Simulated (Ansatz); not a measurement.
The inner images of a band of C3H7NO (12 atoms, charge 0, multiplicity 1) are given out of order.

Method: Ansatz, RKS PBE/6-31G*.

First end point:

```xyz
12
Properties=species:S:1:pos:R:3
C -0.935 -0.899 0.044
C 0.087 0.219 0.318
N 1.446 -0.322 0.193
C -0.107 1.288 -0.757
O -0.764 2.305 -0.614
H -1.964 -0.510 0.094
H -0.832 -1.700 0.798
H -0.763 -1.343 -0.951
H -0.152 0.691 1.296
H 2.125 0.350 0.569
H 1.531 -1.166 0.770
H 0.406 1.034 -1.727
```

Last end point:

```xyz
12
Properties=species:S:1:pos:R:3
C -0.977 -0.973 0.104
C -0.044 0.197 0.411
N 1.333 -0.302 0.616
C -0.007 1.215 -0.724
O -0.122 2.425 -0.603
H -2.028 -0.642 0.053
H -0.880 -1.742 0.887
H -0.721 -1.437 -0.867
H -0.356 0.720 1.331
H 1.965 0.488 0.797
H 1.670 -0.750 -0.248
H 0.244 0.747 -1.723
```

Problem. Put them in order from the first end to the last, with their energies above the first end.
A.
```xyz
12
Properties=species:S:1:pos:R:3
C -0.963 -0.953 0.099
C -0.022 0.213 0.410
N 1.337 -0.307 0.642
C -0.024 1.229 -0.731
O -0.283 2.417 -0.621
H -2.012 -0.620 0.054
H -0.862 -1.726 0.878
H -0.709 -1.412 -0.876
H -0.348 0.743 1.322
H 2.015 0.461 0.725
H 1.638 -0.891 -0.148
H 0.308 0.791 -1.720
```
B.
```xyz
12
Properties=species:S:1:pos:R:3
C -0.920 -0.918 0.046
C 0.063 0.229 0.322
N 1.440 -0.266 0.205
C -0.113 1.293 -0.764
O -0.554 2.415 -0.583
H -1.963 -0.564 0.067
H -0.811 -1.704 0.815
H -0.716 -1.372 -0.939
H -0.188 0.703 1.294
H 2.085 0.370 0.686
H 1.528 -1.180 0.661
H 0.226 0.938 -1.777
```
C.
```xyz
12
Properties=species:S:1:pos:R:3
C -0.921 -0.932 0.071
C 0.029 0.241 0.333
N 1.430 -0.184 0.230
C -0.110 1.291 -0.776
O -0.420 2.459 -0.611
H -1.972 -0.600 0.054
H -0.816 -1.696 0.862
H -0.691 -1.406 -0.900
H -0.232 0.727 1.295
H 2.039 0.347 0.854
H 1.557 -1.183 0.403
H 0.184 0.881 -1.782
```
D.
```xyz
12
Properties=species:S:1:pos:R:3
C -0.945 -0.941 0.089
C -0.007 0.232 0.384
N 1.341 -0.276 0.609
C -0.060 1.256 -0.756
O -0.353 2.435 -0.628
H -1.996 -0.614 0.051
H -0.837 -1.706 0.877
H -0.696 -1.408 -0.882
H -0.333 0.758 1.300
H 2.072 0.424 0.730
H 1.634 -1.052 0.016
H 0.256 0.837 -1.756
```
E.
```xyz
12
Properties=species:S:1:pos:R:3
C -0.942 -0.941 0.089
C -0.009 0.240 0.365
N 1.364 -0.200 0.424
C -0.086 1.270 -0.770
O -0.358 2.453 -0.636
H -1.994 -0.613 0.050
H -0.838 -1.702 0.881
H -0.695 -1.412 -0.880
H -0.313 0.751 1.301
H 2.080 0.393 0.824
H 1.627 -1.137 0.147
H 0.241 0.841 -1.760
```

Solution. B (+0.9 kJ/mol), C (+4.6 kJ/mol), E (+16.4 kJ/mol), D (+3.4 kJ/mol), A (-4.3 kJ/mol).

The run took 4 min on 1 thread of Arm Neoverse V1, with other jobs on the host, peak memory 0.17 GiB.
